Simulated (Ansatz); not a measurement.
Two structures of Si2H7F, singlet, reached by relaxing down either side of one saddle point (PBE0-D4/def2-TZVP). Energies are electronic, without zero-point energy. Ansatz 0.2.0; basis: def2-TZVPP and def2-QZVPP; cores frozen in the correlated methods. Extrapolation: Hartree–Fock as exp(−7.88 √X), correlation as X^−2.97. First:

```xyz
10
angstrom
Si -1.1609 0.2417 -0.6852
Si 0.6823 -1.0608 -0.0615
H -1.9698 -0.5487 -1.6519
H -1.9911 0.5563 0.5042
H -0.7050 1.4939 -1.3386
H 1.0959 1.2702 1.4014
F 0.6916 2.0923 1.5417
H 1.5647 -0.3360 0.9101
H 0.2585 -2.3153 0.6125
H 1.5339 -1.3936 -1.2328
```

Second:

| atom | x (Å) | y (Å) | z (Å) |
| --- | --- | --- | --- |
| Si1 | -1.5953 | 1.3959 | -0.4095 |
| Si2 | 1.5700 | -1.4103 | 0.3854 |
| H3 | -1.0870 | 0.0438 | -0.7420 |
| H4 | -2.9227 | 1.3050 | 0.2423 |
| H5 | -1.6648 | 2.2375 | -1.6269 |
| H6 | 1.5108 | -0.0783 | 1.0367 |
| F7 | -0.5757 | 2.0785 | 0.6170 |
| H8 | 2.7725 | -2.1451 | 0.8540 |
| H9 | 0.3522 | -2.1870 | 0.7313 |
| H10 | 1.6399 | -1.2400 | -1.0885 |

Question: Which bonds change from the first to the second?

Answer: Si₂H₆ ([SiH3][SiH3]) + HF → SiH₃F ([F][SiH3]) + SiH₄; bonds formed: Si1–F7, Si2–H6; bonds broken: Si1–Si2, H6–F7.

Question: Give the saddle point's structure and its height above each. (To be estimated.)

Answer: By the calculation: 1.747 eV above the first and 2.991 eV above the second (CCSD(T) at an estimated basis limit (MP2 extrapolated from triple and quadruple zeta, plus CCSD(T) − MP2 in triple zeta)).
```
10
angstrom
Si -0.9508 0.7042 -0.3045
Si 0.9260 -0.9900 0.1434
H -1.2460 -0.5238 -1.1293
H -2.1086 0.7833 0.6091
H -0.7696 1.7587 -1.3227
H 0.5195 0.6932 0.7108
F 0.0893 1.7777 0.9577
H 2.1390 -0.9395 1.0109
H 0.0548 -2.1021 0.5922
H 1.3463 -1.1619 -1.2677
```

No T1 diagnostic of these runs exceeds 0.015. The end structure is not quite a true minimum (one mode of 35i cm⁻¹).

Labels in which every atom is bracketed show which atoms are joined, not bond orders.

For scale, one of the runs: CCSD(T)/def2-TZVPP, 213 basis functions, launched by `ansatz run in.yaml --threads 4 --pin off --events-out ev --progress --plain --max-ram 9574MiB`. The run took 35 s on 4 CPU threads of an Arm Neoverse V1 (shared host), with 2.9 GiB of host memory at its peak.
